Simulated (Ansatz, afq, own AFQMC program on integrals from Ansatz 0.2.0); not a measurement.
Integrals from Ansatz 0.2.0, then the random walk in our own AFQMC program (afq).

```yaml
crystal:
  periodic: [false, false, false]
  atoms:
    - {symbol: C, position_ang: [0.000000, 0.000000, 0.083488]}
    - {symbol: H, position_ang: [0.000000, 0.000000, -1.260512]}
    - {symbol: H, position_ang: [0.000000, 0.000000, 1.177025]}
basis:
  gaussian: {orbitals: cc-pVDZ}
total_charge: 1
magnetization: {spin_polarized: true, initial_magnetization: 1}
correlation: {method: ccsd_t, electrons: outside_noble_gas, hamiltonian_folder: ham}
```

```sh
$ ansatz run in.yaml --threads 1 --pin off --events-out ev --progress --plain --max-ram 24576MiB --backend cuda --devices 0, --max-vram 18GiB
```

Options of the walk:

```
--method phaseless --trial hf --walkers 4000 --populations 20 --least-time 40 --time-step 0.005 --steps-per-block 20 --equilibration-blocks 112 --max-blocks 4000 --target-error 0.0007 --factor-cut 1e-05 --start spin_pure --seed 9474 --taylor-order 6
```

Times are imaginary, in 1/Eh. The walk had a cap of 49 s. With eight or more populations the least sampling time is a fifth of least-time, and the error comes from their spread.

afq prints:

```
orbitals 23  electrons 3 2  factors 158 of 221
reference energy -38.53658683 Eh
CCSD correlation -0.10200244 Eh in 11 cycles, weight of the determinant in the CISD state 0.9466
energy of the start -38.537178 Eh
 block  time / (1/Eh)  mean weight  energy / Eh
     1     0.100  1.0004  -38.558365
     2     0.200  1.0003  -38.574347
     3     0.300  1.0008  -38.587479
     4     0.400  1.0006  -38.598635
     5     0.500  1.0005  -38.605766
    10     1.000  1.0001  -38.624693
    29     2.900  1.0000  -38.642864
    49     4.900  0.9998  -38.640324
    69     6.900  1.0001  -38.639200
    73     7.300  0.9999  -38.636697
    89     8.900  0.9998  -38.639257
   109    10.900  1.0000  -38.643397
   121    12.100  1.0002  -38.643526
   129    12.900  1.0000  -38.640726
   149    14.900  1.0002  -38.641074
   169    16.900  1.0001  -38.641116
   189    18.900  1.0000  -38.640948
error from the spread of 20 populations
energy -38.640948 +/- 0.000557 Eh
(rows thinned)
```

The run passed its tests (sampling time, drift between the halves within three errors, error under three times the target), which doesn't prove that it has relaxed.

Against this walk (error 15.1 meV) on the same determinant: CCSD(T) 21.8 meV higher (within the noise), CCSDT(Q) 8.1 meV higher (within the noise), CCSDTQ 7.8 meV higher (within the noise), full CI 7.7 meV higher (within the noise), a separate phaseless walk with a CISD trial and standard settings 10.1 ± 15.2 meV higher (within the noise). The error is statistical and leaves out the bias of the constraint.

Cautions: constraint bias not in the error.

The walk took 22 s on 1 × NVIDIA H100 80GB HBM3 with 2 threads of AMD EPYC 7R13 Processor (Zen 3) (shared host) (the card was shared). The log's last line is the phaseless energy.

CCSDT and higher add their correlation energy to the determinant of the CCSD(T) run, since their own runs factorise the integrals more tightly (a shift of under 2 meV). A walk keeps the symmetry of its determinant, which the program's search chose and which needn't be the lowest solution, so a lower state of the same spin and another symmetry isn't excluded.
